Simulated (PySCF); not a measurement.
# nitroxyl (HNO): NMR shifts at several levels of theory

Aim: compute the NMR shifts of nitroxyl (HNO) (`N=O`) at several levels, and see how far they spread and what each costs.

The runs use PySCF 2.14.0, with density-fitted response routines of our own; the level of theory stands in each step. All values are computed, except where a source is named. Atoms are numbered from 0 throughout.

## 1. Starting geometry

3 atoms, charge 0, multiplicity 1; geometry from: PBE0-D3(BJ)/def2-SVP.

Bonds of the start (Å): N0–O1 1.19, N0–H2 1.07.

## 2. Nuclear shieldings: PBE0/6-31G*

What the job is given:

```
{"job": {"kind": "nmr", "xc": "PBE0", "basis": "6-31G*", "pop": true}, "charge": 0, "multiplicity": 1}
N     -0.344650     0.226359    -0.184663
O     -0.271068    -0.703293     0.552794
H      0.630048     0.441624    -0.572153
```

Method: GIAO PBE0/6-31G* NMR shielding, non-relativistic, gas phase.

On the command line:

```bash
> OMP_NUM_THREADS=1 python probes_run.py task.json out
```

This one command runs all jobs of the session in turn.

Output:

```text
coarse grid: 2768 points
cycle   1  E = -130.2674955245  dE =  2.813e-01  |g| = 6.091e-01  |ddm| = 1.933e+00
cycle   2  E = -129.9946942222  dE =  2.728e-01  |g| = 1.341e+00  |ddm| = 1.155e+00
cycle   3  E = -130.3412225664  dE = -3.465e-01  |g| = 4.011e-02  |ddm| = 8.061e-01
cycle   4  E = -130.3415279077  dE = -3.053e-04  |g| = 1.381e-02  |ddm| = 4.880e-02
cycle   5  E = -130.3415626403  dE = -3.473e-05  |g| = 5.158e-03  |ddm| = 1.475e-02
cycle   6  E = -130.3415681842  dE = -5.544e-06  |g| = 1.029e-03  |ddm| = 5.062e-03
final grid: 27576 points
cycle   7  E = -130.3239452538  dE =  1.256e-05  |g| = 1.147e-02  |ddm| = 1.034e-02
cycle   8  E = -130.3238460221  dE =  9.923e-05  |g| = 2.578e-02  |ddm| = 2.016e-02
cycle   9  E = -130.3239701383  dE = -1.241e-04  |g| = 4.900e-04  |ddm| = 1.400e-02
cycle  10  E = -130.3239701936  dE = -5.538e-08  |g| = 7.486e-05  |ddm| = 5.333e-04
cycle  11  E = -130.3239701946  dE = -1.013e-09  |g| = 2.555e-05  |ddm| = 7.487e-05
cycle  12  E = -130.3239701948  dE = -1.491e-10  |g| = 2.030e-06  |ddm| = 2.608e-05
converged SCF energy = -130.3239701948

GIAO shielding tensors (ppm)
atom      isotropic    diamagn.    paramagn.     s11        s22        s33       span
  0 N     -969.069     311.573   -1280.642  -2763.715   -250.037    106.545   2870.260
  1 O    -2041.152     394.336   -2435.487  -5838.486   -652.541    367.572   6206.059
  2 H       -0.734      26.445     -27.179    -48.554     20.334     26.018     74.571
```

Run time: 2.3 s. Hardware: 1 thread of Arm Neoverse N1, shared host; peak memory 0.25 GiB.

The references, computed at this level on geometries of the same kind, shield at (ppm): ¹H TMS 31.96, ¹⁵N NH3 259.4, ¹⁷O H2O 324.2. Their shielding less the atom's gives the shift. The references are single molecules in the gas phase, so shifts against H2O, NH3, PH3, H3PO4 or CFCl3 are not on the usual liquid scales and can be off by tens of ppm.

```csv
atoms,environment,σ (ppm),δ (ppm)
H2,hydrogen on a nitroso nitrogen,-0.73,32.70
N0,nitroso nitrogen,-969.1,1228.5
O1,oxygen bonded to N,-2041.2,2365.3
```

Charges from the same density, by scheme (e):

```csv
atoms,Mulliken,IAO,Hirshfeld,ESP fit
N0,-0.06,-0.02,0.00,-0.20
O1,-0.23,-0.19,-0.10,-0.07
```

Mayer bond orders: N0–O1 1.89.

## 3. Shielding tensors: PBE0/6-311+G(2d,p)

What the job is given:

```
{"job": {"kind": "nmr", "xc": "PBE0", "basis": "6-311+G(2d,p)", "pop": true}, "charge": 0, "multiplicity": 1}
N     -0.344650     0.226359    -0.184663
O     -0.271068    -0.703293     0.552794
H      0.630048     0.441624    -0.572153
```

Level: GIAO PBE0/6-311+G(2d,p) NMR shielding, non-relativistic, gas phase.

Output:

```text
coarse grid: 2768 points
cycle   1  E = -130.3029009921  dE =  2.753e-01  |g| = 6.025e-01  |ddm| = 1.424e+00
cycle   2  E = -130.0310830997  dE =  2.718e-01  |g| = 1.362e+00  |ddm| = 9.464e-01
cycle   3  E = -130.3708566834  dE = -3.398e-01  |g| = 4.865e-02  |ddm| = 6.459e-01
cycle   4  E = -130.3712311005  dE = -3.744e-04  |g| = 1.170e-02  |ddm| = 3.863e-02
cycle   5  E = -130.3712530708  dE = -2.197e-05  |g| = 2.964e-03  |ddm| = 7.543e-03
cycle   6  E = -130.3712546539  dE = -1.583e-06  |g| = 9.611e-04  |ddm| = 2.696e-03
final grid: 27576 points
cycle   7  E = -130.3735872549  dE =  6.383e-06  |g| = 1.240e-02  |ddm| = 1.210e-02
cycle   8  E = -130.3734747929  dE =  1.125e-04  |g| = 2.804e-02  |ddm| = 1.630e-02
cycle   9  E = -130.3736132001  dE = -1.384e-04  |g| = 6.210e-04  |ddm| = 1.188e-02
cycle  10  E = -130.3736132726  dE = -7.245e-08  |g| = 2.168e-04  |ddm| = 6.071e-04
cycle  11  E = -130.3736132822  dE = -9.639e-09  |g| = 2.870e-05  |ddm| = 1.907e-04
cycle  12  E = -130.3736132824  dE = -1.816e-10  |g| = 3.528e-06  |ddm| = 2.254e-05
converged SCF energy = -130.3736132824

GIAO shielding tensors (ppm)
atom      isotropic    diamagn.    paramagn.     s11        s22        s33       span
  0 N    -1069.184     312.157   -1381.342  -2995.732   -296.514     84.692   3080.424
  1 O    -2185.989     387.470   -2573.458  -6187.519   -715.749    345.302   6532.820
  2 H        0.876      28.303     -27.428    -44.154     19.274     27.507     71.661
```

It took 3.2 s on 1 thread of Arm Neoverse N1, shared host; peak memory 0.28 GiB.

Key values: δ N0 1331.1, O1 2512.6, H2 30.63 ppm.

## 4. Nuclear shieldings: PBE0/def2-SVP

What the job is given:

```
{"job": {"kind": "nmr", "xc": "PBE0", "basis": "def2-SVP", "pop": true}, "charge": 0, "multiplicity": 1}
N     -0.344650     0.226359    -0.184663
O     -0.271068    -0.703293     0.552794
H      0.630048     0.441624    -0.572153
```

With the program's defaults for keys left out, this is: GIAO PBE0/def2-SVP NMR shielding, non-relativistic, gas phase.

Output:

```text
coarse grid: 2768 points
cycle   1  E = -130.1354155612  dE =  2.653e-01  |g| = 6.081e-01  |ddm| = 1.974e+00
cycle   2  E = -129.8660909547  dE =  2.693e-01  |g| = 1.330e+00  |ddm| = 1.174e+00
cycle   3  E = -130.2082094848  dE = -3.421e-01  |g| = 4.192e-02  |ddm| = 8.212e-01
cycle   4  E = -130.2085208217  dE = -3.113e-04  |g| = 1.250e-02  |ddm| = 4.816e-02
cycle   5  E = -130.2085479269  dE = -2.711e-05  |g| = 4.834e-03  |ddm| = 1.322e-02
cycle   6  E = -130.2085527630  dE = -4.836e-06  |g| = 9.895e-04  |ddm| = 4.654e-03
final grid: 27576 points
cycle   7  E = -130.2279931337  dE =  1.295e-05  |g| = 1.184e-02  |ddm| = 1.210e-02
cycle   8  E = -130.2278866705  dE =  1.065e-04  |g| = 2.662e-02  |ddm| = 2.168e-02
cycle   9  E = -130.2280194822  dE = -1.328e-04  |g| = 2.978e-04  |ddm| = 1.521e-02
cycle  10  E = -130.2280195029  dE = -2.073e-08  |g| = 9.283e-05  |ddm| = 4.135e-04
cycle  11  E = -130.2280195046  dE = -1.711e-09  |g| = 2.706e-05  |ddm| = 8.985e-05
cycle  12  E = -130.2280195048  dE = -1.736e-10  |g| = 2.582e-06  |ddm| = 2.905e-05
converged SCF energy = -130.2280195048

GIAO shielding tensors (ppm)
atom      isotropic    diamagn.    paramagn.     s11        s22        s33       span
  0 N    -1070.238     309.972   -1380.211  -3063.970   -255.746    109.002   3172.972
  1 O    -2236.014     394.023   -2630.038  -6403.079   -673.293    368.329   6771.408
  2 H       -1.419      28.656     -30.075    -53.426     20.154     29.015     82.441
```

Run time: 2.4 s. Hardware: 1 thread of Arm Neoverse N1, shared host; peak memory 0.28 GiB.

In short: δ N0 1340.1, O1 2579.1, H2 32.76 ppm.

## 5. NMR shieldings: PBE0/def2-TZVP

What the job is given:

```
{"job": {"kind": "nmr", "xc": "PBE0", "basis": "def2-TZVP", "pop": true}, "charge": 0, "multiplicity": 1}
N     -0.344650     0.226359    -0.184663
O     -0.271068    -0.703293     0.552794
H      0.630048     0.441624    -0.572153
```

Method: GIAO PBE0/def2-TZVP NMR shielding, non-relativistic, gas phase.

Output:

```text
coarse grid: 2768 points
cycle   1  E = -130.3195151287  dE =  2.714e-01  |g| = 6.042e-01  |ddm| = 1.500e+00
cycle   2  E = -130.0527444761  dE =  2.668e-01  |g| = 1.356e+00  |ddm| = 8.875e-01
cycle   3  E = -130.3874412430  dE = -3.347e-01  |g| = 4.756e-02  |ddm| = 6.097e-01
cycle   4  E = -130.3878121774  dE = -3.709e-04  |g| = 1.318e-02  |ddm| = 4.375e-02
cycle   5  E = -130.3878396597  dE = -2.748e-05  |g| = 4.688e-03  |ddm| = 1.080e-02
cycle   6  E = -130.3878438044  dE = -4.145e-06  |g| = 1.086e-03  |ddm| = 4.058e-03
final grid: 27576 points
cycle   7  E = -130.3856244286  dE =  6.289e-06  |g| = 1.223e-02  |ddm| = 1.077e-02
cycle   8  E = -130.3855154710  dE =  1.090e-04  |g| = 2.772e-02  |ddm| = 1.590e-02
cycle   9  E = -130.3856499831  dE = -1.345e-04  |g| = 5.780e-04  |ddm| = 1.132e-02
cycle  10  E = -130.3856500487  dE = -6.554e-08  |g| = 1.562e-04  |ddm| = 5.586e-04
cycle  11  E = -130.3856500535  dE = -4.870e-09  |g| = 3.055e-05  |ddm| = 1.506e-04
cycle  12  E = -130.3856500537  dE = -1.806e-10  |g| = 4.123e-06  |ddm| = 2.006e-05
converged SCF energy = -130.3856500537

GIAO shielding tensors (ppm)
atom      isotropic    diamagn.    paramagn.     s11        s22        s33       span
  0 N    -1066.817     306.847   -1373.665  -2982.702   -300.485     82.735   3065.437
  1 O    -2185.714     393.901   -2579.615  -6175.743   -731.193    349.793   6525.536
  2 H        0.722      27.402     -26.680    -44.837     19.544     27.459     72.296
```

It took 3.7 s on 1 thread of Arm Neoverse N1, shared host; peak memory 0.3 GiB.

In short: δ N0 1332.7, O1 2518.3, H2 30.76 ppm.

## 6. Nuclear shieldings: PBE0/cc-pVDZ

What the job is given:

```
{"job": {"kind": "nmr", "xc": "PBE0", "basis": "cc-pVDZ", "pop": true}, "charge": 0, "multiplicity": 1}
N     -0.344650     0.226359    -0.184663
O     -0.271068    -0.703293     0.552794
H      0.630048     0.441624    -0.572153
```

Level: GIAO PBE0/cc-pVDZ NMR shielding, non-relativistic, gas phase.

Output:

```text
coarse grid: 2768 points
cycle   1  E = -130.2637113619  dE =  2.836e-01  |g| = 6.109e-01  |ddm| = 3.115e+00
cycle   2  E = -129.9958364376  dE =  2.679e-01  |g| = 1.331e+00  |ddm| = 1.876e+00
cycle   3  E = -130.3365742590  dE = -3.407e-01  |g| = 4.249e-02  |ddm| = 1.306e+00
cycle   4  E = -130.3369010503  dE = -3.268e-04  |g| = 1.395e-02  |ddm| = 7.752e-02
cycle   5  E = -130.3369357102  dE = -3.466e-05  |g| = 5.284e-03  |ddm| = 2.751e-02
cycle   6  E = -130.3369413885  dE = -5.678e-06  |g| = 1.025e-03  |ddm| = 7.748e-03
final grid: 27576 points
cycle   7  E = -130.3395021364  dE =  1.194e-05  |g| = 1.121e-02  |ddm| = 2.432e-02
cycle   8  E = -130.3394087788  dE =  9.336e-05  |g| = 2.507e-02  |ddm| = 3.503e-02
cycle   9  E = -130.3395257451  dE = -1.170e-04  |g| = 5.142e-04  |ddm| = 2.403e-02
cycle  10  E = -130.3395258059  dE = -6.071e-08  |g| = 6.349e-05  |ddm| = 9.669e-04
cycle  11  E = -130.3395258066  dE = -7.044e-10  |g| = 2.500e-05  |ddm| = 9.275e-05
converged SCF energy = -130.3395258066

GIAO shielding tensors (ppm)
atom      isotropic    diamagn.    paramagn.     s11        s22        s33       span
  0 N    -1033.828     310.392   -1344.220  -2945.093   -261.807    105.416   3050.509
  1 O    -2181.673     395.868   -2577.541  -6227.559   -680.138    362.678   6590.237
  2 H       -1.850      28.883     -30.733    -53.029     20.328     27.151     80.180
```

It took 2.4 s on 1 thread of Arm Neoverse N1, shared host; peak memory 0.3 GiB.

This run: δ N0 1307.0, O1 2525.0, H2 33.14 ppm.

## 7. Shielding tensors: PBE0/cc-pVTZ

What the job is given:

```
{"job": {"kind": "nmr", "xc": "PBE0", "basis": "cc-pVTZ", "pop": true}, "charge": 0, "multiplicity": 1}
N     -0.344650     0.226359    -0.184663
O     -0.271068    -0.703293     0.552794
H      0.630048     0.441624    -0.572153
```

Method: GIAO PBE0/cc-pVTZ NMR shielding, non-relativistic, gas phase.

Output:

```text
coarse grid: 2768 points
cycle   1  E = -130.3151490376  dE =  2.695e-01  |g| = 6.076e-01  |ddm| = 3.217e+00
cycle   2  E = -130.0514791478  dE =  2.637e-01  |g| = 1.355e+00  |ddm| = 1.750e+00
cycle   3  E = -130.3832561159  dE = -3.318e-01  |g| = 4.808e-02  |ddm| = 1.229e+00
cycle   4  E = -130.3836251534  dE = -3.690e-04  |g| = 1.415e-02  |ddm| = 6.892e-02
cycle   5  E = -130.3836565448  dE = -3.139e-05  |g| = 5.188e-03  |ddm| = 2.216e-02
cycle   6  E = -130.3836615310  dE = -4.986e-06  |g| = 1.091e-03  |ddm| = 7.095e-03
final grid: 27576 points
cycle   7  E = -130.3791672353  dE =  8.253e-06  |g| = 1.278e-02  |ddm| = 2.377e-02
cycle   8  E = -130.3790509351  dE =  1.163e-04  |g| = 2.881e-02  |ddm| = 3.711e-02
cycle   9  E = -130.3791948817  dE = -1.439e-04  |g| = 5.478e-04  |ddm| = 2.574e-02
cycle  10  E = -130.3791949415  dE = -5.983e-08  |g| = 1.372e-04  |ddm| = 8.963e-04
cycle  11  E = -130.3791949451  dE = -3.625e-09  |g| = 2.970e-05  |ddm| = 2.176e-04
cycle  12  E = -130.3791949453  dE = -1.733e-10  |g| = 3.708e-06  |ddm| = 3.374e-05
converged SCF energy = -130.3791949453

GIAO shielding tensors (ppm)
atom      isotropic    diamagn.    paramagn.     s11        s22        s33       span
  0 N    -1066.230     304.636   -1370.866  -2991.628   -294.613     87.552   3079.180
  1 O    -2185.627     396.670   -2582.296  -6184.047   -721.670    348.836   6532.883
  2 H        0.177      28.246     -28.069    -46.306     19.337     27.501     73.808
```

Wall time 4 s (1 thread of Arm Neoverse N1, shared host); peak memory 0.3 GiB.

In short: δ N0 1333.0, O1 2520.5, H2 31.11 ppm.

## 8. Nuclear shieldings: PBE0/aug-cc-pVDZ

What the job is given:

```
{"job": {"kind": "nmr", "xc": "PBE0", "basis": "aug-cc-pVDZ", "pop": true}, "charge": 0, "multiplicity": 1}
N     -0.344650     0.226359    -0.184663
O     -0.271068    -0.703293     0.552794
H      0.630048     0.441624    -0.572153
```

Level: GIAO PBE0/aug-cc-pVDZ NMR shielding, non-relativistic, gas phase.

Output:

```text
coarse grid: 2768 points
cycle   1  E = -130.2868059469  dE =  2.757e-01  |g| = 5.702e-01  |ddm| = 3.056e+00
cycle   2  E = -130.0332059832  dE =  2.536e-01  |g| = 1.291e+00  |ddm| = 1.736e+00
cycle   3  E = -130.3513418879  dE = -3.181e-01  |g| = 4.257e-02  |ddm| = 1.218e+00
cycle   4  E = -130.3516707060  dE = -3.288e-04  |g| = 1.052e-02  |ddm| = 5.290e-02
cycle   5  E = -130.3516900490  dE = -1.934e-05  |g| = 1.980e-03  |ddm| = 9.785e-03
cycle   6  E = -130.3516907925  dE = -7.435e-07  |g| = 4.916e-04  |ddm| = 2.070e-03
final grid: 27576 points
cycle   7  E = -130.3542435309  dE =  8.346e-06  |g| = 1.019e-02  |ddm| = 2.857e-02
cycle   8  E = -130.3541620754  dE =  8.146e-05  |g| = 2.331e-02  |ddm| = 3.104e-02
cycle   9  E = -130.3542628259  dE = -1.008e-04  |g| = 4.897e-04  |ddm| = 2.146e-02
cycle  10  E = -130.3542628825  dE = -5.668e-08  |g| = 6.924e-05  |ddm| = 8.857e-04
cycle  11  E = -130.3542628835  dE = -9.536e-10  |g| = 2.947e-05  |ddm| = 1.221e-04
converged SCF energy = -130.3542628835

GIAO shielding tensors (ppm)
atom      isotropic    diamagn.    paramagn.     s11        s22        s33       span
  0 N    -1005.690     306.542   -1312.232  -2851.439   -266.193    100.562   2952.000
  1 O    -2084.069     387.999   -2472.068  -5940.656   -662.900    351.348   6292.004
  2 H        0.119      27.785     -27.666    -45.746     19.047     27.057     72.803
```

Run time: 3.1 s. Hardware: 1 thread of Arm Neoverse N1, shared host; peak memory 0.3 GiB.

Key values: δ N0 1275.5, O1 2420.0, H2 31.28 ppm.

## 9. NMR shieldings: PBE0/IGLO-III

What the job is given:

```
{"job": {"kind": "nmr", "xc": "PBE0", "basis": "IGLO-III", "pop": true}, "charge": 0, "multiplicity": 1}
N     -0.344650     0.226359    -0.184663
O     -0.271068    -0.703293     0.552794
H      0.630048     0.441624    -0.572153
```

Level: GIAO PBE0/IGLO-III NMR shielding, non-relativistic, gas phase.

Output:

```text
coarse grid: 2768 points
cycle   1  E = -130.3179011183  dE =  2.738e-01  |g| = 6.125e-01  |ddm| = 1.196e+00
cycle   2  E = -130.0409651734  dE =  2.769e-01  |g| = 1.384e+00  |ddm| = 7.199e-01
cycle   3  E = -130.3866842212  dE = -3.457e-01  |g| = 5.078e-02  |ddm| = 4.951e-01
cycle   4  E = -130.3870725883  dE = -3.884e-04  |g| = 1.267e-02  |ddm| = 3.477e-02
cycle   5  E = -130.3870973028  dE = -2.471e-05  |g| = 3.881e-03  |ddm| = 9.211e-03
cycle   6  E = -130.3871000695  dE = -2.767e-06  |g| = 1.038e-03  |ddm| = 3.075e-03
final grid: 27576 points
cycle   7  E = -130.3873409035  dE = -2.296e-06  |g| = 1.155e-02  |ddm| = 8.106e-03
cycle   8  E = -130.3872448716  dE =  9.603e-05  |g| = 2.613e-02  |ddm| = 1.216e-02
cycle   9  E = -130.3873632734  dE = -1.184e-04  |g| = 7.693e-04  |ddm| = 8.567e-03
cycle  10  E = -130.3873633889  dE = -1.155e-07  |g| = 1.765e-04  |ddm| = 6.613e-04
cycle  11  E = -130.3873633950  dE = -6.065e-09  |g| = 3.297e-05  |ddm| = 1.540e-04
cycle  12  E = -130.3873633952  dE = -2.057e-10  |g| = 3.425e-06  |ddm| = 1.533e-05
converged SCF energy = -130.3873633952

GIAO shielding tensors (ppm)
atom      isotropic    diamagn.    paramagn.     s11        s22        s33       span
  0 N    -1117.031     310.869   -1427.900  -3115.718   -313.741     78.366   3194.084
  1 O    -2273.041     389.980   -2663.021  -6420.169   -745.032    346.078   6766.247
  2 H        0.578      27.494     -26.916    -44.998     18.979     27.753     72.752
```

Wall time 3.9 s (1 thread of Arm Neoverse N1, shared host); peak memory 0.3 GiB.

Key values: δ N0 1377.6, O1 2600.2, H2 30.80 ppm.

## 10. Nuclear shieldings: PBE0/pcSseg-0

What the job is given:

```
{"job": {"kind": "nmr", "xc": "PBE0", "basis": "pcSseg-0", "pop": true}, "charge": 0, "multiplicity": 1}
N     -0.344650     0.226359    -0.184663
O     -0.271068    -0.703293     0.552794
H      0.630048     0.441624    -0.572153
```

Level: GIAO PBE0/pcSseg-0 NMR shielding, non-relativistic, gas phase.

Output:

```text
coarse grid: 2768 points
cycle   1  E = -129.9320748050  dE =  3.128e-01  |g| = 5.981e-01  |ddm| = 1.952e+00
cycle   2  E = -129.6447561806  dE =  2.873e-01  |g| = 1.379e+00  |ddm| = 1.344e+00
cycle   3  E = -130.0082297999  dE = -3.635e-01  |g| = 1.749e-02  |ddm| = 9.004e-01
cycle   4  E = -130.0082903470  dE = -6.055e-05  |g| = 5.002e-03  |ddm| = 2.462e-02
cycle   5  E = -130.0082943517  dE = -4.005e-06  |g| = 1.266e-03  |ddm| = 3.037e-03
final grid: 27576 points
cycle   6  E = -129.9875984153  dE =  2.932e-06  |g| = 7.426e-03  |ddm| = 7.819e-03
cycle   7  E = -129.9875559920  dE =  4.242e-05  |g| = 1.691e-02  |ddm| = 1.491e-02
cycle   8  E = -129.9876086630  dE = -5.267e-05  |g| = 3.769e-04  |ddm| = 1.044e-02
cycle   9  E = -129.9876086933  dE = -3.036e-08  |g| = 2.039e-05  |ddm| = 4.139e-04
cycle  10  E = -129.9876086936  dE = -2.588e-10  |g| = 1.296e-05  |ddm| = 6.110e-05
converged SCF energy = -129.9876086936

GIAO shielding tensors (ppm)
atom      isotropic    diamagn.    paramagn.     s11        s22        s33       span
  0 N    -1471.335     309.833   -1781.168  -4183.261   -316.900     86.156   4269.417
  1 O    -3002.708     395.594   -3398.302  -8526.442   -834.719    353.037   8879.479
  2 H      -11.046      26.665     -37.711    -81.723     22.265     26.320    108.043
```

It took 2 s on 1 thread of Arm Neoverse N1, shared host; peak memory 0.3 GiB.

Key values: δ N0 1737.4, O1 3340.6, H2 43.88 ppm.

## 11. NMR shieldings: PBE0/pcSseg-3

What the job is given:

```
{"job": {"kind": "nmr", "xc": "PBE0", "basis": "pcSseg-3", "pop": true}, "charge": 0, "multiplicity": 1}
N     -0.344650     0.226359    -0.184663
O     -0.271068    -0.703293     0.552794
H      0.630048     0.441624    -0.572153
```

With the program's defaults for keys left out, this is: GIAO PBE0/pcSseg-3 NMR shielding, non-relativistic, gas phase.

Output:

```text
coarse grid: 2768 points
cycle   1  E = -130.3286863376  dE =  2.679e-01  |g| = 6.132e-01  |ddm| = 1.201e+00
cycle   2  E = -130.0540980840  dE =  2.746e-01  |g| = 1.378e+00  |ddm| = 6.800e-01
cycle   3  E = -130.3969904870  dE = -3.429e-01  |g| = 5.345e-02  |ddm| = 4.817e-01
cycle   4  E = -130.3974188545  dE = -4.284e-04  |g| = 1.333e-02  |ddm| = 4.006e-02
cycle   5  E = -130.3974457151  dE = -2.686e-05  |g| = 3.999e-03  |ddm| = 1.077e-02
cycle   6  E = -130.3974485935  dE = -2.878e-06  |g| = 1.147e-03  |ddm| = 3.703e-03
final grid: 27576 points
cycle   7  E = -130.3945283031  dE = -1.450e-05  |g| = 1.199e-02  |ddm| = 4.928e-02
cycle   8  E = -130.3944247764  dE =  1.035e-04  |g| = 2.715e-02  |ddm| = 1.282e-02
cycle   9  E = -130.3945525572  dE = -1.278e-04  |g| = 8.388e-04  |ddm| = 8.871e-03
cycle  10  E = -130.3945526949  dE = -1.378e-07  |g| = 1.843e-04  |ddm| = 8.807e-04
cycle  11  E = -130.3945527014  dE = -6.484e-09  |g| = 3.890e-05  |ddm| = 1.988e-04
cycle  12  E = -130.3945527017  dE = -2.927e-10  |g| = 4.753e-06  |ddm| = 1.739e-05
converged SCF energy = -130.3945527017

GIAO shielding tensors (ppm)
atom      isotropic    diamagn.    paramagn.     s11        s22        s33       span
  0 N    -1101.579     305.079   -1406.658  -3060.999   -319.603     75.865   3136.864
  1 O    -2227.257     396.499   -2623.756  -6274.820   -752.646    345.696   6620.516
  2 H        0.724      26.702     -25.978    -44.089     18.711     27.551     71.640
```

It took 12 s on 1 thread of Arm Neoverse N1, shared host; peak memory 0.66 GiB.

This run: δ N0 1361.6, O1 2553.7, H2 30.45 ppm.

## 12. Side by side: NMR shifts

Shifts (ppm), with basis size and wall time:

```csv
run,H2,N0,O1,functions,time
PBE0/6-31G*,32.70,1228.5,2365.3,30,2.3 s
"PBE0/6-311+G(2d,p)",30.63,1331.1,2512.6,60,3.2 s
PBE0/def2-SVP,32.76,1340.1,2579.1,33,2.4 s
PBE0/def2-TZVP,30.76,1332.7,2518.3,68,3.7 s
PBE0/cc-pVDZ,33.14,1307.0,2525.0,33,2.4 s
PBE0/cc-pVTZ,31.11,1333.0,2520.5,74,4 s
PBE0/aug-cc-pVDZ,31.28,1275.5,2420.0,55,3.1 s
PBE0/IGLO-III,30.80,1377.6,2600.2,80,3.9 s
PBE0/pcSseg-0,43.88,1737.4,3340.6,20,2 s
PBE0/pcSseg-3,30.45,1361.6,2553.7,177,12 s
```

## 13. Results

| quantity | value |
| --- | --- |
| ¹H shifts against TMS (PBE0/6-31G*) | 32.70 ppm |
| ¹⁵N shifts against NH3 (PBE0/6-31G*) | 1228.5 ppm |
| ¹⁷O shifts against H2O (PBE0/6-31G*) | 2365.3 ppm |
| range of the shift of O1 | 2365.3 to 3340.6 ppm |

In words: Single values in the summary come from the first run of each kind that ended normally (PBE0/6-31G*), which need not be the best level. At PBE0/6-31G*: The widest tensor belongs to O1: span 6206 ppm, with a paramagnetic part of -2435 ppm. Across the 10 runs the shift of O1 moves most, between 2365.3 (PBE0/6-31G*) and 3340.6 ppm (PBE0/pcSseg-0).
